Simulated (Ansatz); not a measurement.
A geometry relaxed with PBE0-D3(BJ)/def2-TZVP (Ansatz, a first-principles code), charge 0, multiplicity 2:

```xyz
5

C     -0.0306     0.0135    -0.0421
H     -0.4223     1.0254    -0.2221
O      1.3065    -0.0167     0.1753
H     -0.3646    -0.6916    -0.8175
H     -0.4889    -0.3306     0.9064
```

Q: Write the SMILES of this molecule.

A: `C[O]`
